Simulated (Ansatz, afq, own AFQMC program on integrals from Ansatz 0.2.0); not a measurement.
**Si$_{2}$NH$_{5}$, singlet: AFQMC among the cluster methods**

```xyz
8

Si   -0.4169    1.1947   -0.1371
N     0.7640   -0.1105   -0.0123
Si    0.5008   -1.7224    0.5687
H     0.2762    2.3948   -0.6987
H    -0.9749    1.5370    1.2035
H     1.7094    0.1112   -0.3178
H    -0.9949   -1.4754    0.8630
H    -1.5393    0.8117   -1.0421
```

Basis def2-TZVP. Noble-gas cores (and the filled d shells of Ga–Kr and In–Xe) are frozen. Integrals, coupled cluster, full CI and functionals: Ansatz 0.2.0; the random walks run on the same integrals in our own AFQMC program. ph-AFQMC/CISD is guided by a CISD state made of CCSD amplitudes; releasing the constraint for a short imaginary time cuts its bias at the price of noise, slowly where states lie close. Uncertainties: one standard error, sampling alone.

Determinant: RHF, the one that the program's search chose, which needn't be the lowest solution. The geometry is a PBE0/def2-SVP stationary point of this or a neighbouring charge and spin state.

No full CI on the walks' own integrals is used here. The released AFQMC energy serves as the reference, which it does only where one determinant dominates, the energy is flat over the last release times and near the phaseless one (40 meV or 2 meV an electron, half that with transition metals). On small molecules, where full CI could be run and the noise was under 10 meV, such values lay within 10 meV of it in 19 cases of 20, a flattering rate, since the rule was set on those same cases; what remains of the bias isn't in the error bar.

Cautions: the shape changed its bonds on relaxing; restricted determinant unstable towards unrestricted (UHF 3 meV lower, ⟨S²⟩ 0.07); the released value is read at 0.99 1/Eh with a noise of 10 meV, more than in the cases checked, later times being too noisy (meV from the phaseless value at times in 1/Eh: -9 ± 6 at 0.24, -8 ± 8 at 0.51, -11 ± 10 at 0.99, -3 ± 13 at 1.50).

- T1 diagnostic: 0.0149
- weight of the determinant in the CISD state: 0.811
- size of the correlated space: 18 electrons in 124 orbitals

Reference: AFQMC with the constraint released, correlation energy -13.431 ± 0.010 eV.

```csv
level,E − E(reference) (kJ/mol),share of correlation (%)
HF,1295.9 ± 1.0,0.00
MP2,174.0 ± 1.0,86.57
CCSD,53.4 ± 1.0,95.88
CCSD(T),5.6 ± 1.0,99.56
ph-AFQMC/HF,-5.6 ± 3.5,100.44
ph-AFQMC/CISD,1.0 ± 1.2,99.92
```

Released energies are given only where the last usable release times agree within the noise; a slower fall can still hide under it.
